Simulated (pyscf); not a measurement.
HO–BH–OH (SMILES OBO) -> H₂O (SMILES O) + HB=O (SMILES B=O), an elimination (singlet surface; B–O, H–O broken, H–O formed). Optimised with ωB97X-D3(BJ)/def2-SVP in PySCF. Correlated levels are frozen-core, on RHF or UHF. ΔMP2 is the change of the MP2 total energy from the triple- to the quadruple-zeta basis. Energies in eV from the reactant's lowest minimum found.

GFN2-xTB: tblite. 

### Question
Quick GFN2-xTB single points give ΔE‡ = 2.32 eV and ΔE = +1.41 eV. What does CCSD(T)/def2-TZVPP + ΔMP2(QZVPP) give, and how far is the quick result from it?

### Answer
CCSD(T)/def2-TZVPP + ΔMP2(QZVPP) gives ΔE‡ = 2.39 eV and ΔE = +1.87 eV. GFN2-xTB lies 0.07 eV under it in the barrier and 0.46 eV under it in the reaction energy, so on this step it does not hold to within 0.13 eV. CCSD(T)/def2-TZVPP + ΔMP2(QZVPP) has limits of its own. On the product side the descent ends in a complex, 0.20 eV under the separated species and 0.58 eV under the saddle at ωB97X-D3(BJ)/def2-TZVP. The products may also form a dative adduct at HB=O; it and routes through it were not searched. One saddle was located; it need not be the lowest between these sides. The CCSD(T) − MP2 part came from Ansatz, without density fitting, on the same reference.
